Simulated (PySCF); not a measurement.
# S3: fields on a plane

These are results of PBE0 in PySCF with S def2-TZVP; no relativity; density-fitted integrals, not measurements.

The singlet minimum has S–S 2.064 Å (×3); S–S–S 60.0° (×3).

The plane holds S1 at (0.00, 0.00), S2 at (2.06, 0.00), S3 at (1.03, 1.79) Å. Columns run from x = -1.95 to 4.35 Å, rows from y = 4.05 (top) to -1.95 Å, in steps of 0.3 Å. Other isomers or separated fragments may lie lower.

Give the electron localisation function (set to 0 where the density is under 0.005 e/Å³). Lower edges of the bins: '_' 0.000, '.' 0.086, ':' 0.173, '-' 0.259, '=' 0.346, '+' 0.432, '*' 0.518, '#' 0.605, '%' 0.691, '@' 0.778; top 0.86, each point printed twice.


```
____________________________________________
____________________..______________________
______________..::------::..________________
____________..--++**##**++--..______________
__________..--++##@@@@%%##++::______________
__________..==##@@@@%%@@%%##==..____________
__________::++####..__..####++::____________
__________::++##::##@@++--##++::____________
________..--**%%::%%##**--%%++--..__________
______..::==##%%##__....##%%**==::..________
____..::==**%%@@@@##++##@@@@%%**==::..______
__..::++######%%%%##++##%%%%######++::______
__::==##%%--____::******::..__==%%##==..____
__::**%%%%__@@@@__**%%++..@@@@__%%%%++::____
__--**@@%%__@@@@__%%@@##..@@@@..@@%%**::____
__::**%%@@==____--%%@@%%::____++@@%%++::____
__::++##@@@@################%%@@@@##==..____
__..--++##%%%%##**++==++**##%%%%##++::______
____..::==++++==--::::::--==++++==::..______
________..::::....______....::....__________
____________________________________________
```

Give the electron density (e/Å³) (cut at 5 e/Å³). Lower edges of the bins (e/Å³): '0' 0.000, '1' 0.030, '2' 0.076, '3' 0.151, '4' 0.268, '5' 0.455, '6' 0.750, '7' 1.218, '8' 1.960, '9' 3.136; top 5.00.


```
0000000000000000000000
0000000000000000000000
0000000000100000000000
0000000112221100000000
0000001234443210000000
0000002345654310000000
0000012467876421000000
0000013569996531000000
0000123569996532100000
0000134567876542100000
0001245666666554210000
0012456666666665421000
0013568866566876531000
0024689986668997542000
0024689986668997642000
0023568866566876531000
0012456654455665421000
0001234433333443210000
0000112221112221100000
0000000000000000000000
0000000000000000000000
```
